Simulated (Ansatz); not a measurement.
Input file:

```yaml
crystal:
  periodic: [false, false, false]
  atoms:
    - {symbol: Zr, position_ang: [-0.019391, 0.000000, 0.000000]}
    - {symbol: H, position_ang: [0.877486, 0.000000, -1.752651]}
    - {symbol: H, position_ang: [0.877486, 0.000000, 1.752651]}
basis:
  gaussian: {orbitals: def2-SVP}
magnetization: {spin_polarized: true, initial_magnetization: 4}
correlation: {method: bccd, electrons: outside_noble_gas}
```

```sh
$ ansatz run in.yaml --threads 1 --pin off --events-out ev --progress --plain --max-ram 2393MiB
```

Log:

```
436 factors; integrals over basis functions are off by at most 9.9e-4 eV
mean field evaluation 1: about -1290.8203 eV, gradient 7.2e0 eV
mean field evaluation 2: about -1290.8281 eV, gradient 7.2e0 eV
mean field evaluation 4: about -1291.6225 eV, gradient 1.1e0 eV
mean field evaluation 8: about -1291.6719 eV, gradient 1.9e-1 eV
mean field evaluation 16: about -1291.6753 eV, gradient 4.8e-3 eV
mean field evaluation 32: about -1292.1102 eV, gradient 1.6e-1 eV
mean field evaluation 64: about -1290.8203 eV, gradient 7.2e0 eV
mean field evaluation 96: about -1290.3138 eV, gradient 8.8e0 eV
mean field evaluation 128: about -1290.5827 eV, gradient 2.7e-1 eV
mean field evaluation 160: about -1292.1132 eV, gradient 1.9e-1 eV
...
cycle   8  -2.21738253 eV  change   -2.6e-5 eV  update   8.0e-5
cycle   9  -2.21738587 eV  change   -3.3e-6 eV  update   4.5e-5
cycle  10  -2.21737617 eV  change    9.7e-6 eV  update   3.2e-5
cycle  11  -2.21737442 eV  change    1.7e-6 eV  update   2.5e-5
cycle  12  -2.21737829 eV  change   -3.9e-6 eV  update   1.8e-5
cycle  13  -2.21737866 eV  change   -3.7e-7 eV  update   1.2e-5
cycle  14  -2.21737885 eV  change   -1.9e-7 eV  update   7.4e-6
cycle  15  -2.21737941 eV  change   -5.6e-7 eV  update   4.7e-6
cycle  16  -2.21737932 eV  change    9.5e-8 eV  update   2.9e-6
cycle  17  -2.21737941 eV  change   -9.0e-8 eV  update   1.7e-6
WARN: these amplitudes may be one of several solutions (largest doubles amplitude 0.10, level shift 4.98 eV)
Total energy: -1293.89267724 eV, -47.5496788565 hartree
```

Ran on 1 thread of Intel Xeon 6975P-C, shared host: 10 s wall, 0.14 GiB peak host memory.
